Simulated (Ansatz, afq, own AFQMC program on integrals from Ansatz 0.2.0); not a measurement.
AFQMC on a folder of integrals that Ansatz 0.2.0 wrote.

```yaml
crystal:
  periodic: [false, false, false]
  atoms:
    - {symbol: B, position_ang: [0.000000, 0.000000, -1.467200]}
    - {symbol: N, position_ang: [0.000000, 0.000000, -0.205200]}
    - {symbol: Ga, position_ang: [0.000000, 0.000000, 1.672400]}
basis:
  gaussian: {orbitals: cc-pVDZ}
magnetization: {spin_polarized: true, initial_magnetization: 3}
correlation: {method: ccsd_t, electrons: outside_noble_gas, hamiltonian_folder: ham}
```

```sh
$ ansatz run in.yaml --threads 1 --pin off --events-out ev --progress --plain --max-ram 1843MiB
```

Options of the walk:

```
--method free --trial cisd --walkers 60 --time-step 0.03 --max-blocks 80 --target-error 0.0004 --factor-cut 1e-05 --seed 7602 --times 0,0.21,0.42,0.81,1.2,1.8,2.4,3 --taylor-order 8
```

Times are imaginary, in 1/Eh. The walk had a cap of 1462 s. Filled inner d shells are frozen with the cores.

Output of the walk:

```
orbitals 39  electrons 7 4  factors 300 of 593
reference energy -2002.23707437 Eh
CCSD correlation -0.24792132 Eh in 13 cycles, weight of the determinant in the CISD state 0.8699
repeat  energy at the last time / Eh  error
    10  -2002.500889  0.002100
    20  -2002.501312  0.001718
    30  -2002.501136  0.001329
    40  -2002.500416  0.001088
    50  -2002.500584  0.000934
    60  -2002.500198  0.000905
    70  -2002.499739  0.000827
    80  -2002.499613  0.000759
time / (1/Eh)  energy / Eh  error  mean overlap
  0.00  -2002.484642  0.000280  1.1485
  0.21  -2002.490664  0.000394  1.1478
  0.42  -2002.493638  0.000408  1.1510
  0.81  -2002.495424  0.000400  1.1605
  1.20  -2002.496367  0.000428  1.1617
  1.80  -2002.497557  0.000642  1.1798
  2.40  -2002.498605  0.000719  1.1702
  3.00  -2002.499613  0.000759  1.1634
energy -2002.499613 +/- 0.000759 Eh
```

The run failed at least one of its tests; the cautions name the faults.

Against this walk (error 20.7 meV) on the same determinant: CCSD(T) 82.7 meV higher, CCSDT(Q) 15.1 meV higher (within the noise). The error is statistical, and a free projection of finite length keeps a remainder of its start. The determinant has ⟨S²⟩ = 3.86, so the low cluster orders mix in higher spin, and so can this walk. The last points still move (meV from the last: 114 ± 11 at 0.81, 88 ± 12 at 1.20, 56 ± 17 at 1.80, 27 ± 20 at 2.40, 0 ± 21 at 3.00), but the last one has reached CCSDT(Q) within the noise or passed it, so little can be left to fall.

Cautions: remainder of the start not in the error; start not forgotten; start is not spin pure; error above the target (20.7 against 10.9 meV); no relativity below Rb; no spin-orbit coupling; inner d shell frozen; another spin lies lower (by 3.20 eV); unrestricted determinant spin contaminated (⟨S²⟩ 3.86 against 3.75).

The walk took 7.7 min on 1 thread of Arm Neoverse V1, with other jobs on the host. The log's last line is the free-projection energy.

CCSDT and higher add their correlation energy to the determinant of the CCSD(T) run, since their own runs factorise the integrals more tightly (a shift of under 2 meV). A walk keeps the symmetry of its determinant, which the program's search chose and which needn't be the lowest solution, so a lower state of the same spin and another symmetry isn't excluded.
